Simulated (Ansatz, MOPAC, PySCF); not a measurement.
Reaction (SMILES): CCCCl + 3 [H][H] (H2) → 3 C (CH4) + Cl (HCl)

Wanted: energy of full hydrogenation (enthalpy at 298 K), in kcal/mol. Terms: no dispersion term unless named; spin-orbit terms left out; 6-311+G** with 5d, 6d on Na to Ar in Ansatz (a first-principles code); valence correlation only; LANL2DZ with its own core potentials from Na on; 6-31G* and kin with 6d, 5d where marked; non-relativistic. CBS(X,Y): correlation extrapolated as X^-3; Hartree-Fock from the larger set. [CCSD(T)-MP2]/basis is that difference in the basis named. First-principles rows: single points at B3LYP-D3(BJ) geometries (Ansatz), with unscaled harmonic terms from B3LYP/6-31G* at its own minima. Semi-empirical rows: MOPAC heats of formation at their own minima for 298 K.

Measured values: Active Thermochemical Tables 1.112 (ions: stationary electron), as tabulated in the package chemicals; G2/97 table in ASE (Curtiss et al.); they hold spin-orbit and core effects, anharmonicity and other conformers. 

Value to compare with, the measured value: -44.0 kcal/mol.

```json
[
 {"level": "AM1", "program": "MOPAC", "energy of full hydrogenation (enthalpy at 298 K) (kcal/mol)": "-2.4", "error": "41.6"},
 {"level": "HF/LANL2DZ", "program": "Ansatz", "energy of full hydrogenation (enthalpy at 298 K) (kcal/mol)": "-57.2", "error": "-13.2"},
 {"level": "PBE/6-31G*", "program": "Ansatz", "energy of full hydrogenation (enthalpy at 298 K) (kcal/mol)": "-38.9", "error": "5.1"},
 {"level": "BLYP/6-31G*", "program": "Ansatz", "energy of full hydrogenation (enthalpy at 298 K) (kcal/mol)": "-41.1", "error": "2.9"},
 {"level": "B3LYP/3-21G", "program": "Ansatz", "energy of full hydrogenation (enthalpy at 298 K) (kcal/mol)": "-44.2", "error": "-0.2"},
 {"level": "B3LYP/LANL2DZ", "program": "Ansatz", "energy of full hydrogenation (enthalpy at 298 K) (kcal/mol)": "-49.4", "error": "-5.4"},
 {"level": "B3LYP/6-31G", "program": "Ansatz", "energy of full hydrogenation (enthalpy at 298 K) (kcal/mol)": "-46.2", "error": "-2.2"},
 {"level": "B3LYP/6-31+G*", "program": "Ansatz", "energy of full hydrogenation (enthalpy at 298 K) (kcal/mol)": "-46.1", "error": "-2.1"},
 {"level": "PBE0/6-311+G**", "program": "Ansatz", "energy of full hydrogenation (enthalpy at 298 K) (kcal/mol)": "-46.2", "error": "-2.2"},
 {"level": "M06-2X/6-31G* (5d)", "program": "PySCF", "energy of full hydrogenation (enthalpy at 298 K) (kcal/mol)": "-38.3", "error": "5.7"},
 {"level": "MP2/3-21G", "program": "Ansatz", "energy of full hydrogenation (enthalpy at 298 K) (kcal/mol)": "-38.4", "error": "5.6"},
 {"level": "MP2/LANL2DZ", "program": "Ansatz", "energy of full hydrogenation (enthalpy at 298 K) (kcal/mol)": "-40.7", "error": "3.3"},
 {"level": "MP2/6-31G*", "program": "Ansatz", "energy of full hydrogenation (enthalpy at 298 K) (kcal/mol)": "-33.3", "error": "10.7"},
 {"level": "B3LYP/def2-TZVPD", "program": "Ansatz", "energy of full hydrogenation (enthalpy at 298 K) (kcal/mol)": "-48.2", "error": "-4.2"},
 {"level": "M06-2X/def2-TZVPD", "program": "PySCF", "energy of full hydrogenation (enthalpy at 298 K) (kcal/mol)": "-40.1", "error": "3.9"},
 {"level": "wB97X-V/def2-TZVPD", "program": "Ansatz", "energy of full hydrogenation (enthalpy at 298 K) (kcal/mol)": "-42.8", "error": "1.2"},
 {"level": "RI-MP2/CBS(cc-pV(T+d)Z,cc-pV(Q+d)Z)+[CCSD(T)-MP2]/cc-pV(T+d)Z", "program": "Ansatz", "energy of full hydrogenation (enthalpy at 298 K) (kcal/mol)": "-43.3", "error": "0.7"}
]
```

Among the 13 habitual levels, AM1 lies farthest from the measured value (41.6 kcal/mol) and B3LYP/3-21G nearest (-0.2); 7 of 13 lie above it, and their mean absolute error is 7.7 kcal/mol, the median 5.1. One case shows no general order.

The levels are drawn from those run, B3LYP/6-31G* more often than the rest, none by its result; runs whose electronic state is in doubt are left out.
